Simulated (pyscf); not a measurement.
This saddle point was located with ωB97X-D3(BJ)/def2-SVP in PySCF.

```xyz
9

As     1.9572     1.2176     0.5373
Ga     0.2067     0.7246    -0.8291
H      1.0287     1.2546     1.7399
H     -0.1145     0.1869    -2.2475
Si    -1.5367    -0.2439     0.7834
H      0.3017    -0.2843     0.5596
H     -1.8497    -1.6746     0.5098
H     -1.3264    -0.0194     2.2402
H     -2.7024     0.5815     0.3355
```

Surface: singlet, charge 0. Lowest wavenumbers (cm⁻¹): 1066i, 73, 115, 213, 315.

**Question.** Name the species on either side of this saddle.

**Answer.** HGa=AsH + SiH₄ <-> H₃Si–GaH–AsH₂, an addition across a multiple bond or ene-type step read from left to right: H–Si broken and As–H, Ga–Si formed. At ωB97M-D3(BJ)/def2-TZVP it lies +112.4 kJ/mol from the left side and +217.4 kJ/mol from the right (each side as separated species at their lowest minima found). On the reactant side the descent ends in a complex, 20.9 kJ/mol under the separated species and 120.6 kJ/mol under the saddle at ωB97X-D3(BJ)/def2-TZVP. At the saddle there is also a short Ga–H contact that neither side keeps. At ωB97X-D3(BJ)/def2-TZVP the barrier from the zero used here is 99.7 kJ/mol. The same reactants have a lower exit, to H₃Si–AsH–GaH₂ (barrier +54.5 kJ/mol at ωB97M-D3(BJ)/def2-TZVP, against +112.4 kJ/mol here). HGa=AsH lies 51.3 kJ/mol over its isomer Ga–AsH₂ [singlet] (electronic energy, ωB97M-D3(BJ)/def2-TZVP). This is the saddle that the search found; another between the same sides may lie lower. Elements up to Kr have no core potential and no relativistic terms here.
